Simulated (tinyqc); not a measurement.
UKS/BLYP in the sto-6g basis, for BH, spin multiplicity 3, step by step. One step of it, computed by the program tinyqc.

Task: Iteration 2: DIIS coefficients. Solve [B -1; -1 0][c; lambda] = [0; -1] for the coefficients, which sum to one.

B (overlaps of the stored error matrices):
$$\begin{pmatrix}
1.8387325e-01 & -8.4259718e-02 \\
-8.4259718e-02 & 7.0342043e-02
\end{pmatrix}$$

Give: DIIS coefficients.

Result:

DIIS coefficients: [0.366, 0.634]
